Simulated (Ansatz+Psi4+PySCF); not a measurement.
Values are calculated unless marked as measured or tabulated.
## Psi4 1.11 run

```
molecule {
0 2
N 0.084560 -0.642930 0.000000
N 0.084560 0.479880 0.000000
H -1.183880 1.141400 0.000000
}

set basis cc-pVTZ
set reference uhf
set scf_type pk
energy('scf')
```

The input is written out from the run's settings.

The run gave:

| Quantity | Value |
| --- | --- |
| Converged | yes |
| Total energy | -109.44664 hartree |
| Spin squared of the determinant | 0.901 |
| Occupied orbitals by symmetry in an Abelian subgroup (alpha; beta) | 7 Ap 1 App; 6 Ap 1 App |

Caution: the unrestricted determinant is spin contaminated.
